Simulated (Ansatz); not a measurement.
## How far each method lies from UCCSDTQ for HSN, triplet

Geometry: a PBE0/def2-TZVP stationary point for this spin, not checked as a minimum.

```xyz
3

N     0.0000    0.0577    1.1447
S     0.0000   -0.0648   -0.4759
H     0.0000    1.2584   -0.7673
```

Basis cc-pVDZ; Ansatz 0.2.0. Correlated methods freeze the noble-gas cores, which leaves 12 electrons in 31 orbitals. R marks a restricted (for open shells ROHF) determinant, U an unrestricted one. Active spaces: valence = (12e, 9o) chosen from the atoms' valence shells.

Full CI isn't at hand for all of this; UCCSDTQ serves as the reference, and is uncertain by the last step of the cluster series or more. The frozen core follows each run's orbitals, which can shift R against U totals by a few meV.

For open shells CISD is restricted-active-space CI with the open shells as a complete middle space.

- UHF ⟨S²⟩: 2.027
- T1 diagnostic (RCCSD): 0.0360
- largest doubles amplitude (RCCSD): 0.043
- T1 diagnostic (UCCSD): 0.0281

**Question.** From what is known of these methods and the diagnostics, rank them by the size of their error in total energy against UCCSDTQ in cc-pVDZ, smallest first (an estimate: the text doesn't fix the numbers).
A. MRCISD (valence space)
B. UCCSDT
C. UHF
D. RCCSDTQ
E. BCCD(T)

**Answer.** D (0.1 kJ/mol), B (1.5 kJ/mol), E (4.1 kJ/mol), A (49.0 kJ/mol), C (734.3 kJ/mol).

All errors are against UCCSDTQ in cc-pVDZ. Within each family the higher level lies nearer, as is usual though not guaranteed.

Natural occupations of CASSCF (valence space) about the gap: 1.985 1.973 1.963 1.014 1.002 0.043 0.029; effectively unpaired electrons, Σ n²(2−n)², 2.02.

Atomization energy (electronic, same basis, no zero-point term; atoms at the same level, unrestricted beside the R rows where the molecule is a closed shell, with restricted open-shell steps beyond CCSDT(Q)) at UCCSDTQ: 505.8 kJ/mol. Errors of other levels:

```tsv
level	error (kJ/mol)
RHF	-240.2
UHF	-231.0
RMP2	-17.7
UMP2	-17.5
CISD	-67.8
RCCSD	-18.6
UCCSD	-18.4
RCCSD(T)	-2.6
UCCSD(T)	-2.9
BCCD(T)	-2.4
RCCSDT	-1.0
UCCSDT	-1.1
RCCSDT(Q)	0.2
UCCSDT(Q)	0.2
RCCSDTQ	0.1
CASSCF (valence space)	-87.0
NEVPT2 (valence space)	-2.7
NEVPT4(SD) (valence space)	-6.7
MRCISD (valence space)	-33.4
MRCISD+Q (valence space)	-10.2
```

This basis is far from its limit, so the value isn't to be set against a measured one. Truncated CI isn't size-consistent, which counts against it in atomization.
